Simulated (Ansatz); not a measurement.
System: CaB6-type CaB6. Method: r²SCAN+rVV10 (Ansatz, a program for electronic structure, plane waves, PAW).

The input as run:

Ansatz 0.2 input:
```yaml
crystal:
  lattice:
    - [4.0758527684, 0.0, 0.0]
    - [0.0, 4.0758527684, 0.0]
    - [0.0, 0.0, 4.0758527684]
  atoms:
    - { symbol: Ca, position: [0.0, 0.0, 0.0] }
    - { symbol: B, position: [0.7982890452, 0.5, 0.5] }
    - { symbol: B, position: [0.5, 0.2017109548, 0.5] }
    - { symbol: B, position: [0.5, 0.7982890452, 0.5] }
    - { symbol: B, position: [0.2017109548, 0.5, 0.5] }
    - { symbol: B, position: [0.5, 0.5, 0.7982890452] }
    - { symbol: B, position: [0.5, 0.5, 0.2017109548] }
basis:
  ecutwfc: 560
  ecutrho_ratio: 4
  xc_grid: 3
kpoints:
  mp_grid: { grid: [8, 8, 8] }
hamiltonian:
  xc: r2scan
  dispersion: rvv10
  pseudopotentials: { kind: paw }
scf:
  occupations: { method: fermi_dirac, width: 0.01 }
output:
  forces: true
  stress: true
  eigenvalues: true
relax:
  f_tol: 0.004
  escape_saddle: false
  max_steps: 80
```

Excerpt of the program's output:

```
WARN output.stress: scf.convergence.dr2_threshold = 1.6e-8 eV (the default of a walk held to its f_tol) is looser than the 7e-10 eV advised for a printed …
Relaxation: its limit of steps is 80 (relax.max_steps)
Crystal: 7 atoms, lattice volume = 67.710 Å³
Basis set: ecut = 560 eV, 2007 PW (Γ), exchange–correlation on 96×96×96 points (27 copies of the dense FFT grid, shifted against one another)
Bands: 21, of which v1, the nominal top of the filled ones, is band 14 counted from 1 (13 counted from 0)
Symmetry: 48 space group operations
Space group: Pm-3m (ITA 221), of the structure as read, at distance tolerance 4.1e-5 Å
k-points: 35 of 512
Functional: x = r2scan, c = r2scan + rvv10(b = 11.95, C = 0.0093); τ floored in thin density (d = 2e-4 eV/Å³)
SCF iter   1: F=—  HF=-2762.740943 eV  |F-HF|=—  |Δ(HF+E_count)|=         —  Δρ=5.57e-3  dr2=1.27e-2  dr2_τ=9.92e-1
SCF iter   2: F=—  HF=-2762.852133 eV  |F-HF|=—  |Δ(HF+E_count)|=   1.11e-1  Δρ=3.85e-3  dr2=5.81e-3  dr2_τ=1.26e-4
  ...
SCF 1 converged in 6 iterations: F = -2762.851894 eV  dr2 = 5.05e-9
Crystal: 7 atoms, lattice volume = 67.710 Å³
Initial density: handed on by an earlier stage of this run
SCF 2 converged in 3 iterations: F = -2762.853159 eV  dr2 = 2.23e-7
Crystal: 7 atoms, lattice volume = 67.710 Å³
SCF 3 converged in 3 iterations: F = -2762.853596 eV  dr2 = 2.55e-7
Crystal: 7 atoms, lattice volume = 67.710 Å³
SCF 4 converged in 3 iterations: F = -2762.853596 eV  dr2 = 2.02e-10
relax step   4: F+E_penalty+E_count = -2762.85359558 eV  Δ(F+E_penalty+E_count) = -4.659e-8 eV  max|allowed force component| = 6.795e-5 eV/Å  Δτ_max = 0.0000 Å  (3 SCF iters, accepted)
Crystal: 7 atoms, lattice volume = 67.710 Å³
SCF iter   1: F=—  HF=-2762.853596 eV  |F-HF|=—  |Δ(HF+E_count)|=         —  Δρ=8.13e-7  dr2=2.02e-10  dr2_τ=4.29e-11
SCF iter   2: F=-2762.853596 eV  HF=-2762.853596 eV  |F-HF|=1.23e-11  |Δ(HF+E_count)|=  5.32e-11  Δρ=4.63e-7  dr2=6.42e-11  dr2_τ=1.68e-12
SCF 5 converged in 2 iterations: F = -2762.853596 eV  dr2 = 6.42e-11
SCF converged after 2 iterations
Free energy (F): -2762.853596 eV
Internal energy: -2762.853554 eV  (E = F + TS)
E sigma→0 (E₀):  -2762.853575 eV
Fermi energy:    8.964858 eV
--- Forces (eV/Å), atoms counted from 1 ---
  atom   1  Ca     0.00000000    -0.00000000    -0.00000000
  atom   2  B     -0.00006963    -0.00000000     0.00000000
  atom   3  B     -0.00000000     0.00006963     0.00000000
  atom   4  B      0.00000000    -0.00006963     0.00000000
  atom   5  B      0.00006963     0.00000000     0.00000000
  atom   6  B      0.00000000     0.00000000    -0.00006963
  atom   7  B      0.00000000    -0.00000000     0.00006963
--- Stress (GPa, compression-positive) ---
        6.886493       0.000000       0.000000
        0.000000       6.886493       0.000000
        0.000000       0.000000       6.886493
  P = ⅓ Tr σ = 6.8865 GPa (68.865 kbar)
```

The cell is one volume of an energy–volume scan, off the minimum.

The PAW data were made under PBE.
